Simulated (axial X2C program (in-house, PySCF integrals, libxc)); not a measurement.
**Levels of AlCl⁺ by electron attachment to AlCl²⁺ (EOM-EA-CCSD)**

Calculated with an in-house all-electron X2C program for linear molecules (integrals from PySCF): two-component X2C with atomic mean-field Coulomb and Gaunt terms, Gaussian nuclei, basis Cl dyall-av3z, Al dyall-av3z with contracted cores.

R = 2.035 Å (near the PBE0 minimum at charge 1 of the determinant lowest at the starting distance; the state shown can have its own minimum elsewhere).

Hartree–Fock spinors of AlCl²⁺ (one of each Kramers pair; a window near the gap, which can cut inner shells):

```
  ω  occupied  ε (eV)                     character
1/2       yes  -27.79   64% Cl p, 23% Al s, 6% Cl s
1/2       yes  -25.62    83% Cl p, 6% Al p, 6% Al d
3/2       yes  -25.53    82% Cl p, 6% Al p, 6% Al d
1/2        no  -16.63  43% Al s, 34% Al p, 17% Cl p
1/2        no  -11.80    76% Al p, 8% Al d, 8% Cl d
3/2        no  -11.78    76% Al p, 8% Al d, 8% Cl d
1/2        no   -8.74   45% Al d, 37% Al p, 8% Cl s
1/2        no   -6.86   73% Al s, 11% Al p, 6% Cl d
5/2        no   -6.22             93% Al d, 7% Cl d
```

Levels of AlCl⁺ obtained by attaching an electron to AlCl²⁺:

```json
{"Ω": "1/2", "binding energy (eV)": "17.060", "above lowest (cm⁻¹)": "0", "attached spinor": "44% Al sσ, 33% Al pσ, 17% Cl pσ", "one-particle weight": "0.97"}
{"Ω": "1/2", "binding energy (eV)": "12.445", "above lowest (cm⁻¹)": "37225", "attached spinor": "76% Al pπ, 8% Cl dπ, 8% Al dπ", "one-particle weight": "0.95"}
{"Ω": "3/2", "binding energy (eV)": "12.429", "above lowest (cm⁻¹)": "37351", "attached spinor": "76% Al pπ, 8% Cl dπ, 8% Al dπ", "one-particle weight": "0.95"}
{"Ω": "1/2", "binding energy (eV)": "9.041", "above lowest (cm⁻¹)": "64682", "attached spinor": "43% Al dσ, 41% Al pσ, 8% Cl sσ", "one-particle weight": "0.61"}
```

Q: What is the splitting of the first π pair in the table, and is it regular or inverted?

A: E(3/2) − E(1/2) = 37351 − 37225 = 126 cm⁻¹ at EOM-EA-CCSD: regular, Ω = 1/2 lower. Splittings at this level can be off by ten to twenty per cent.

This point took 13 s on 1 thread of Intel(R) Xeon(R) Processor @ 2.30GHz, on a shared host.

Reference electrons by ω block (each with its −ω partner): 1/2: 11, 3/2: 3. 8 electrons of AlCl²⁺ correlated (inner shells frozen), 92 natural virtual spinors (a truncated set); levels can be off by some tenths of an eV. Roots sought by Ω: (1/2: 5, 3/2: 4, 5/2: 2, 7/2: 1); rows need 60 % one-particle weight and stop where some Ω has no more roots. Missing are any skipped roots, higher Ω and states of a further excitation; these come out far too high here and may in truth be low or lowest. T1 of the reference 0.020 (Lee–Taylor). The reference was not checked to be the lowest state of its species. Number of frozen shells: Cl 2 s, 1 p; Al 2 s, 1 p. Left out with split weight: Ω = 1/2 at 10.17 eV (0.40).
